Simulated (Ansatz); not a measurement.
# SiO: small, medium and large basis sets

Aim: see how fast density functionals and correlated methods converge with the basis set for SiO.

The runs use Ansatz 0.2.0, Gaussian basis; one geometry, several basis sets.

Plan: PBE0-D4/def2-SVP; ωB97M-V/def2-SVP; PBE0-D4/def2-QZVPP; ωB97M-V/def2-QZVPP; CCSD(T)/cc-pV(D+d)Z; CCSD(T)/cc-pV(T+d)Z; CCSD(T)/cc-pV(Q+d)Z; the functionals' def2-TZVPP values are taken from earlier runs.

### 1 The relaxed structure

The geometry comes from an earlier relaxation with PBE0-D4 in a triple-zeta def2 set; it is a stationary point.

2 atoms, charge 0, spin multiplicity 1.

Atoms are counted from 1 here; the program's logs count them from 0.

Bond lengths: O1–Si2 1.509 Å.

As a file:

```xyz
2

O    -0.64072    0.23148   -0.32401
Si    0.64072   -0.23148    0.32401
```

### 2 PBE0-D4 in def2-SVP

in.yaml reads:

```yaml
crystal:
  periodic: [false, false, false]
  atoms:
    - {symbol: O, position_ang: [-0.640717, 0.231481, -0.324010]}
    - {symbol: Si, position_ang: [0.640717, -0.231481, 0.324010]}
basis:
  gaussian: {orbitals: def2-SVP}
hamiltonian: {xc: pbe0, dispersion: d4}
output: {orbitals: {seedname: orbitals}}
```

Further steps of the session: ωB97M-V in def2-SVP; PBE0-D4 in def2-QZVPP; ωB97M-V in def2-QZVPP; CCSD(T) in cc-pV(D+d)Z; CCSD(T) in cc-pV(T+d)Z; CCSD(T) in cc-pV(Q+d)Z.

Q: Predict the results of all the runs planned. Wanted: MP2 correlation recovered, cc-pV(D+d)Z; MP2 correlation recovered, cc-pV(T+d)Z; MP2 correlation recovered, cc-pV(Q+d)Z; CCSD(T) limit from def2 sets; PBE0-D4: double and triple zeta above quadruple; ωB97M-V: double and triple zeta above quadruple.

The runs gave:

| quantity | value |
| --- | --- |
| MP2 correlation recovered, cc-pV(D+d)Z | 71.9 % |
| MP2 correlation recovered, cc-pV(T+d)Z | 88.7 % |
| MP2 correlation recovered, cc-pV(Q+d)Z | 95.3 % |
| CCSD(T) limit from def2 sets (earlier runs) less the limit of this series | -28 meV |
| PBE0-D4: double and triple zeta above quadruple | 5.87, 0.39 eV |
| ωB97M-V: double and triple zeta above quadruple | 5.90, 0.37 eV |

**Reading.** PBE0-D4 gains 5.48 eV from double to triple zeta, then 0.39 eV more. In cc-pV(D+d)Z MP2 holds 72 % of its limit, in cc-pV(Q+d)Z 95 %, while Hartree-Fock is within 0.076 eV in the largest set. A limit from the def2 sets, made apart, differs by 28 meV, a least measure of the doubt on such a limit. Total energies overstate the basis error of differences, where much of it tends to cancel.
